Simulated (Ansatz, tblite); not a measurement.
Removing and adding an electron: tetramethylammonium chloride (C₄H₁₂ClN). Charge 0, multiplicity 1. Geometry: PBE-D4/def2-SVP. Ansatz, gas phase; energy differences of separate SCF runs; the oxidised species was run as a doublet alone; the reduced species was run as a doublet alone.

```xyz
18

C     0.867   -1.389   -0.481
N     0.110   -0.176   -0.061
C     0.857    0.567    1.021
C    -1.249   -0.558    0.476
C    -0.087    0.758   -1.231
H     0.997   -2.056    0.392
H     0.301   -1.915   -1.272
H     1.856   -1.084   -0.869
H     1.843    0.865    0.619
H     0.215    1.459    1.272
H     0.982   -0.111    1.885
H    -1.802   -1.084   -0.324
H    -1.103   -1.225    1.346
H    -1.743    0.412    0.765
H    -0.652    0.219   -2.014
H     0.909    1.053   -1.610
H    -0.662    1.637   -0.823
Cl   -1.640    2.629    0.910
```

The xTB rows come from tblite. Correlated methods freeze 10 core orbitals. The rows differ in basis, and correlated rows in double-zeta sets carry the largest basis error.

| level | −HOMO (eV) | vertical IE (eV) | −LUMO (eV) | vertical EA (eV) | HOMO–LUMO gap (eV) | IE − EA (eV) | remarks |
| --- | --- | --- | --- | --- | --- | --- | --- |
| GFN1-xTB | 11.60 | 13.77 | 5.44 | 2.40 | 6.16 | 11.37 | – |
| GFN2-xTB | 8.91 | 12.29 | 2.98 | -0.03 | 5.93 | 12.32 | – |
| PBE-D4/def2-TZVPD | 4.63 | – | 1.25 | -0.14 | 3.37 | – | HOMO above zero (-1 doublet) |
| PBE0-D4/def2-TZVP | 5.69 | 8.01 | 0.06 | – | 5.63 | – | – |
| PBE0-D4/def2-TZVPD | 5.83 | – | 0.62 | -0.27 | 5.21 | – | HOMO above zero (-1 doublet) |
| PBE-QIDH/def2-TZVP | – | 8.01 | – | – | – | – | – |

Estimate the rows for HF/def2-SVP, PBE-D4/def2-TZVP, PBE-QIDH/def2-TZVPD, MP2/def2-SVP, CCSD/def2-SVP, CCSD(T)/def2-SVP.


```
              level  −HOMO (eV)  vertical IE (eV)  −LUMO (eV)  vertical EA (eV)  HOMO–LUMO gap (eV)  IE − EA (eV)
        HF/def2-SVP           –              6.56           –                 –                   –             –
   PBE-D4/def2-TZVP        4.44              8.01        0.86                 –                3.58             –
PBE-QIDH/def2-TZVPD           –                 –           –             -0.44                   –             –
       MP2/def2-SVP           –              7.33           –                 –                   –             –
      CCSD/def2-SVP           –              7.17           –                 –                   –             –
   CCSD(T)/def2-SVP           –              7.20           –                 –                   –             –
```

Relaxing the reduced species (PBE-D4/def2-SVPD) changes its energy by -0.09 eV at PBE-D4/def2-TZVPD, so the adiabatic electron affinity to this nearest minimum is -0.05 eV. At PBE0-D4/def2-TZVPD it is -0.18 eV. The highest occupied level of the relaxed charge -1 doublet lies above zero (up to 1.51 eV). Energy differences put its binding near zero (-0.05 eV; each at its own geometry, to the charge 0 singlet, at PBE-D4/def2-TZVPD), which leaves it undecided.     A HOMO above zero means that the electron is unbound at that level or that self-interaction error raises the level; the energy of removing that electron tells which. Raw xTB energy differences between charge states are shifted by several eV; the methods need an empirical correction for them. A negative affinity means that the extra electron isn't bound; its size then hangs on the basis.
